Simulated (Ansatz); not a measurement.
# SiNHO+ (doublet): from Hartree-Fock to the top rungs, def2-TZVPP

The task here is to estimate one member of a computed series from the others.

Method: def2-TZVPP, core rule «outside noble gas», up to 7 orbitals frozen; program: Ansatz 0.2.0, Gaussian basis.

Plan: UHF; ROHF; CCSD(T) on UHF.

2 further runs of the same task are left out: 2 set aside as unsound or not needed.

## The geometry

The geometry is a PBE0/def2-TZVP stationary point (not a proven minimum) of the parent state, kept for this charge and spin.

4 atoms, charge 1, spin multiplicity 2.

Atoms are counted from 1 here; the program's logs count them from 0.

Bond lengths: O1–N2 1.332 Å, O1–H4 0.966 Å, N2–Si3 1.554 Å. Angles: N2–O1–H4 106.3°, O1–N2–Si3 173.8°.

The first run:

Contents of in.yaml:

```yaml
crystal:
  periodic: [false, false, false]
  atoms:
    - {symbol: O, position_ang: [-0.000007, -0.287198, 0.960799]}
    - {symbol: N, position_ang: [0.000023, -0.154683, -0.364392]}
    - {symbol: Si, position_ang: [-0.000004, -0.166852, -1.918552]}
    - {symbol: H, position_ang: [-0.000012, 0.608733, 1.322146]}
basis:
  gaussian: {orbitals: def2-TZVPP}
total_charge: 1
magnetization: {spin_polarized: true, initial_magnetization: 1}
hamiltonian: {xc: hf}
output: {orbitals: {seedname: orbitals}}
```

On the command line:

```
$ ansatz run in.yaml --threads 1 --pin off --events-out ev --progress --plain --max-ram 4096MiB --backend cpu
```

Steps of the session up to this table: UHF; ROHF; CCSD(T) on UHF.

One of the session's tables, all rows but one given; the rest of the session is left out.

It belongs to the step «Misses and costs». 

```
  method  from UCCSD(T) (meV)
    ROHF             +14682.0
     UHF                    ?
    UMP2              +1293.2
   UCCSD               +633.3
UCCSD(T)                    0
```

**Question.** Estimate the row for UHF.

The run gave: from UCCSD(T) (meV): +14522.3. In the column «from UCCSD(T) (meV)» it lies between UMP2 (+1293.2) and ROHF (+14682.0).
